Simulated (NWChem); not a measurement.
# One shape, several levels: doublet [C3H4]+

Aim: a comparison of 6 runs (UHF/STO-3G, U-r2SCAN/def2-SVPD, UB3LYP/def2-SVPD, UB3LYP/6-31G*, UPBE0/def2-SVPD) of doublet [C3H4]+. 

The calculation is run with NWChem 7.3.0.

26 further runs of the same task are left out: 1 that didn't finish, 25 set aside as unsound or not needed. Runs told in other sessions of the task aren't counted.

## Step 1: Starting point

[C3H4]+: 7 atoms, total charge +1, spin state doublet. As SMILES of the parent species, `C#CC`. Geometry: relaxed at PBE0-D4/def2-TZVP. That shape belongs to the parent species and isn't relaxed for this state.

Bond lengths: C1–C2 1.200 Å, C2–C3 1.449 Å, C1–H4 1.064 Å, C3–H5 1.093 Å, C3–H6 1.093 Å, C3–H7 1.093 Å. Angles: C1–C2–C3 180.0°, C2–C1–H4 180.0°, C2–C3–H5 110.9°, C2–C3–H6 110.9°, C2–C3–H7 110.9°, H5–C3–H6 108.0°, H5–C3–H7 108.0°, H6–C3–H7 108.0°.

## Step 2: The energy at UHF/STO-3G (run 1)

test.xyz reads:

```xyz
7

C     -1.347190    -0.669570    -0.791960
C     -0.396330    -0.196990    -0.233110
C      0.752130     0.373790     0.442180
H     -2.190260    -1.088470    -1.287720
H      1.261230     1.096880    -0.199350
H      0.449670     0.887820     1.357540
H      1.470770    -0.403460     0.712420
```

run.py reads:

```python
from ase.io import read
from ase.calculators.nwchem import NWChem

mol = read('test.xyz')

calc = NWChem(
    label='test',
    theory='scf',
    memory='2200 mb',
    basis='STO-3G',
    basispar='spherical bse',
    charge=1,
    scf={'nopen': '1', 'uhf': None, 'thresh': '1e-08', 'maxiter': '80', 'print': 'low'},
    task='energy',
)
mol.calc = calc

print(f"energy = {mol.get_potential_energy():.6f} eV")
```

Launch:

```sh
$ export ASE_NWCHEM_COMMAND="nwchem PREFIX.nwi > PREFIX.nwo"
$ python run.py
```

Output:

```text
energy = -3106.235926 eV
```

The calculator wrote test.nwi:

```
title "test"

permanent_dir test

scratch_dir test

start test

geometry units angstrom nocenter noautosym noautoz
  C  -1.3471900000000001e+00 -6.6957000000000000e-01 -7.9196000000000000e-01
  C  -3.9633000000000002e-01 -1.9699000000000000e-01 -2.3311000000000001e-01
  C  7.5212999999999997e-01 3.7379000000000001e-01 4.4218000000000002e-01
  H  -2.1902599999999999e+00 -1.0884700000000000e+00 -1.2877200000000000e+00
  H  1.2612300000000001e+00 1.0968800000000001e+00 -1.9935000000000000e-01
  H  4.4967000000000001e-01 8.8782000000000005e-01 1.3575400000000000e+00
  H  1.4707699999999999e+00 -4.0345999999999999e-01 7.1242000000000005e-01
end

charge 1

memory 2200 mb

basis spherical bse noprint
   * library STO-3G
end

scf
  nopen 1
  uhf
  thresh 1e-08
  maxiter 80
  print low
end

task scf energy
```

test.nwo:

```text
Northwest Computational Chemistry Package (NWChem) 7.3.0
             --------------------------------------------------------

           Job information
           ---------------

    nwchem branch   = 7.3.0
    use scalapack   = T
    input           = test.nwi
    prefix          = test.
    data base       = test/test.db
    status          = startup
    nproc           =        1

           Memory information
           ------------------

    heap     =     72089598 doubles =      550.0 Mbytes
    stack    =     72089595 doubles =      550.0 Mbytes
    global   =    144179200 doubles =     1100.0 Mbytes (distinct from heap & stack)
    total    =    288358393 doubles =     2200.0 Mbytes
    verify   = yes
    hardfail = no

[... 38 lines left out ...]
            Nuclear Dipole moment (a.u.)
[... 52 lines left out ...]
                                       test

  ao basis        = "ao basis"
  functions       =    19
  atoms           =     7
  alpha electrons =    11
  beta  electrons =    10
  charge          =   1.00
  wavefunction    = UHF
  input vectors   = atomic
  output vectors  = test/test.movecs
  use symmetry    = F
  symmetry adapt  = F

 Forming initial guess at       0.0s

 Starting SCF solution at       0.0s

  ga_iter_lsolve: convergence stagnant ... aborting solve
  ga_iter_lsolve: convergence stagnant ... aborting solve

       Final UHF  results
       ------------------

         Total SCF energy =   -114.152065736797
      One electron energy =   -263.285251048944
      Two electron energy =     90.187837260952
 Nuclear repulsion energy =     58.945348051195

                       Sz =      0.5000
                 Sz(Sz+1) =      0.7500
                      S^2 =      0.7589

        Time for solution =      2.9s

 Task  times  cpu:        2.9s     wall:        2.9s
 Total times  cpu:        3.0s     wall:        3.0s
```

Run time: 3.9 s. Hardware: 1 thread of Intel Xeon 6975P-C (Granite Rapids), shared host; peak memory 0.1 GiB.

## Step 3: A single-point energy at U-r2SCAN/def2-SVPD (run 2)

run.py reads:

```python
from ase import Atoms
from ase.calculators.nwchem import NWChem

atoms = Atoms('CCCHHHH', positions=[
    [-1.347190, -0.669570, -0.791960],
    [-0.396330, -0.196990, -0.233110],
    [0.752130, 0.373790, 0.442180],
    [-2.190260, -1.088470, -1.287720],
    [1.261230, 1.096880, -0.199350],
    [0.449670, 0.887820, 1.357540],
    [1.470770, -0.403460, 0.712420],
])

calc = NWChem(
    label='test',
    theory='dft',
    memory='2200 mb',
    basis='def2-SVPD',
    basispar='spherical bse',
    charge=1,
    dft={'xc': 'r2scan', 'mult': '2', 'grid': 'fine', 'convergence': 'energy 1e-08', 'iterations': '100', 'mulliken': None, 'print': 'low'},
    task='energy',
)
atoms.calc = calc

e = atoms.get_potential_energy()
print(f"E = {e:.6f} eV")
```

Launch:

```sh
$ export ASE_NWCHEM_COMMAND="nwchem PREFIX.nwi > PREFIX.nwo"
$ python run.py
```

Output:

```text
E = -3159.660836 eV
```

The calculator wrote test.nwi:

```
title "test"

permanent_dir test

scratch_dir test

start test

geometry units angstrom nocenter noautosym noautoz
  C  -1.3471900000000001e+00 -6.6957000000000000e-01 -7.9196000000000000e-01
  C  -3.9633000000000002e-01 -1.9699000000000000e-01 -2.3311000000000001e-01
  C  7.5212999999999997e-01 3.7379000000000001e-01 4.4218000000000002e-01
  H  -2.1902599999999999e+00 -1.0884700000000000e+00 -1.2877200000000000e+00
  H  1.2612300000000001e+00 1.0968800000000001e+00 -1.9935000000000000e-01
  H  4.4967000000000001e-01 8.8782000000000005e-01 1.3575400000000000e+00
  H  1.4707699999999999e+00 -4.0345999999999999e-01 7.1242000000000005e-01
end

charge 1

memory 2200 mb

basis spherical bse noprint
   * library def2-SVPD
end

dft
  xc r2scan
  mult 2
  grid fine
  convergence energy 1e-08
  iterations 100
  mulliken
  print low
end

task dft energy
```

test.nwo:

```text
Northwest Computational Chemistry Package (NWChem) 7.3.0
             --------------------------------------------------------

           Job information
           ---------------

    nwchem branch   = 7.3.0
    use scalapack   = T
    input           = test.nwi
    prefix          = test.
    data base       = test/test.db
    status          = startup
    nproc           =        1

           Memory information
           ------------------

    heap     =     72089598 doubles =      550.0 Mbytes
    stack    =     72089595 doubles =      550.0 Mbytes
    global   =    144179200 doubles =     1100.0 Mbytes (distinct from heap & stack)
    total    =    288358393 doubles =     2200.0 Mbytes
    verify   = yes
    hardfail = no

[... 38 lines left out ...]
            Nuclear Dipole moment (a.u.)
[... 90 lines left out ...]
   convergence    iter        energy       DeltaE   RMS-Dens  Diis-err    time
[... 13 lines left out ...]
         Total DFT energy =     -116.115394961953
      One electron energy =     -265.398393166440
           Coulomb energy =      107.619780292986
    Exchange-Corr. energy =      -17.282130139694
 Nuclear repulsion energy =       58.945348051195
[... 47 lines left out ...]
     ------------------------------------------
      Spin Density - Lowdin Population Analysis
     ------------------------------------------

    Atom       Charge   Shell Charges
 -----------   ------   -------------------------------------------------------
    1 C    6     0.49   0.00  0.01  0.00 -0.00  0.32  0.13  0.00  0.01
    2 C    6     0.37   0.00  0.01  0.00 -0.00  0.21  0.08  0.01  0.06
    3 C    6     0.06  -0.00 -0.00 -0.00 -0.00  0.02 -0.00  0.01  0.03
    4 H    1     0.01  -0.02 -0.00  0.01  0.02
    5 H    1     0.01   0.01  0.00  0.00 -0.00
    6 H    1     0.05   0.04  0.00 -0.00  0.00
    7 H    1     0.01   0.01  0.00  0.00 -0.00

     --------------------------
     Expectation value of S2:
     --------------------------
      <S2> =      0.7534 (Exact =     0.7500)

 Task  times  cpu:       20.7s     wall:       20.7s
 Total times  cpu:       20.7s     wall:       20.7s
```

It took 22 s on 1 thread of Intel Xeon 6975P-C (Granite Rapids), shared host; peak memory 0.12 GiB.

Runs 3 to 4 aren't shown in full; the table further down has their settings and results.

## Step 4: The energy at UB3LYP/6-31G(d) (Cartesian functions) (run 5)

c3h4.nw reads:

```
START c3h4
TITLE "C3H4 energy"
memory 2200 mb
charge 1

GEOMETRY units angstroms noautosym nocenter noautoz
  C     -1.347190    -0.669570    -0.791960
  C     -0.396330    -0.196990    -0.233110
  C      0.752130     0.373790     0.442180
  H     -2.190260    -1.088470    -1.287720
  H      1.261230     1.096880    -0.199350
  H      0.449670     0.887820     1.357540
  H      1.470770    -0.403460     0.712420
END

BASIS cartesian
  * library 6-31G*
END

DFT
  xc b3lyp
  mult 2
  grid xfine
  convergence energy 1e-08
  maxiter 100
  mulliken
END

TASK dft energy
```

Launch:

```sh
$ nwchem c3h4.nw > c3h4.out
```

Output:

```text
[...]
          Wavefunction type:  spin polarized.
          No. of atoms     :     7
          No. of electrons :    21
[...]
          Charge           :     1
          Spin multiplicity:     2
[...]
          AO basis - number of functions:    53
[...]
              XC Information
              --------------
                         B3LYP Method XC Potential
                     Hartree-Fock (Exact) Exchange  0.200
                        Slater Exchange Functional  0.800 local
                    Becke 1988 Exchange Functional  0.720 non-local
              Lee-Yang-Parr Correlation Functional  0.810
                  VWN I RPA Correlation Functional  0.190 local
[...]
 d= 0,ls=0.0,diis     1   -116.2243594814 -1.75D+02  8.98D-03  1.78D-01     1.8
[...]
 d= 0,ls=0.0,diis    11   -116.2822697743 -2.88D-09  3.86D-07  7.23D-10    18.9
[...]
         Total DFT energy =     -116.282269774338
      One electron energy =     -265.572261749282
           Coulomb energy =      107.725274735778
    Exchange-Corr. energy =      -17.380630812029
 Nuclear repulsion energy =       58.945348051195
[...]
      Total Density - Mulliken Population Analysis
     ---------------------------------------------
    Atom       Charge   Shell Charges
 -----------   ------   -------------------------------------------------------
    1 C    6     6.13   1.99  0.76  1.93  0.67  0.77  0.01
    2 C    6     5.51   1.99  0.77  1.92  0.47  0.36 -0.01
    3 C    6     6.61   1.99  0.68  2.18  0.70  1.03  0.03
    4 H    1     0.66   0.49  0.17
    5 H    1     0.70   0.50  0.20
    6 H    1     0.68   0.49  0.20
    7 H    1     0.70   0.50  0.20
[...]
      <S2> =      0.7517 (Exact =     0.7500)
[...]
```

Wall time 20 s (1 thread of Intel Xeon 6975P-C (Granite Rapids), shared host); peak memory 0.14 GiB.

## Step 5: A single-point energy at UPBE0/def2-SVPD (run 6)

input.nw reads:

```
start input
title "C3H4"
memory total 2200 mb
charge 1

geometry units angstrom noautosym nocenter noautoz
C    -1.347190   -0.669570   -0.791960
C    -0.396330   -0.196990   -0.233110
C     0.752130    0.373790    0.442180
H    -2.190260   -1.088470   -1.287720
H     1.261230    1.096880   -0.199350
H     0.449670    0.887820    1.357540
H     1.470770   -0.403460    0.712420
end

basis spherical bse
* library def2-SVPD
end

dft
xc pbe0
mult 2
grid fine
convergence energy 1e-08
iterations 100
mulliken
noprint "final vectors analysis"
end

task dft
```

Launch:

```sh
$ nwchem input.nw > input.out
```

Output:

```text
[...]
          Wavefunction type:  spin polarized.
          No. of atoms     :     7
          No. of electrons :    21
[...]
          Charge           :     1
          Spin multiplicity:     2
[...]
          AO basis - number of functions:    92
[...]
              XC Information
              --------------
                         PBE0 Method XC Functional
                     Hartree-Fock (Exact) Exchange  0.250
          PerdewBurkeErnzerhof Exchange Functional  0.750
            Perdew 1991 LDA Correlation Functional  1.000 local
           PerdewBurkeErnz. Correlation Functional  1.000 non-local
[...]
 d= 0,ls=0.0,diis     1   -115.9882485249 -1.75D+02  1.30D-02  1.30D-01     1.4
[...]
 d= 0,ls=0.0,diis    12   -116.0441100589 -4.84D-09  9.33D-07  5.62D-10    15.0
[...]
         Total DFT energy =     -116.044110058897
      One electron energy =     -265.391261805092
           Coulomb energy =      107.612270786991
    Exchange-Corr. energy =      -17.210467091991
 Nuclear repulsion energy =       58.945348051195
[...]
      Total Density - Mulliken Population Analysis
     ---------------------------------------------
    Atom       Charge   Shell Charges
 -----------   ------   -------------------------------------------------------
    1 C    6     6.93   1.99  0.98  1.70  0.05  1.94  0.24  0.03  0.01
    2 C    6     4.92   1.99  1.00 -0.11 -0.11  1.93  0.26  0.04 -0.07
    3 C    6     5.61   1.98  0.93 -0.44  0.07  2.16  1.00  0.02 -0.11
    4 H    1     0.92   0.71  0.18  0.03 -0.00
    5 H    1     0.88   0.71  0.08  0.03  0.06
    6 H    1     0.86   0.70  0.07  0.03  0.06
    7 H    1     0.88   0.71  0.08  0.03  0.06
[...]
      <S2> =      0.7524 (Exact =     0.7500)
[...]
```

Wall time 16 s (1 thread of Intel Xeon 6975P-C (Granite Rapids), shared host); peak memory 0.12 GiB.

## Step 6: All runs side by side

```tsv
run	level	iteration cap	module	energy (Eh)	⟨S²⟩	wall time
1	UHF/STO-3G	80	scf	-114.152066	0.759	3.9 s
2	U-r2SCAN/def2-SVPD	100	dft	-116.115395	0.753	22 s
3	UB3LYP/def2-SVPD	100	dft	-116.195978	0.752	16 s
4	UB3LYP/6-31G* (spherical functions)	100	dft	-116.279747	0.752	13 s
5	UB3LYP/6-31G* (Cartesian functions)	100	dft	-116.282270	0.752	20 s
6	UPBE0/def2-SVPD	100	dft	-116.044110	0.752	16 s
```

## Step 7: Summary of results

```
           quantity          value
run 6: total energy  -116.04411 Eh
        run 6: ⟨S²⟩          0.752
```

In words: Totals of different functionals can't be ranked against each other. In run 1 the basis is minimal, so the values are rough. All runs together took 90 s, the longest 22 s.
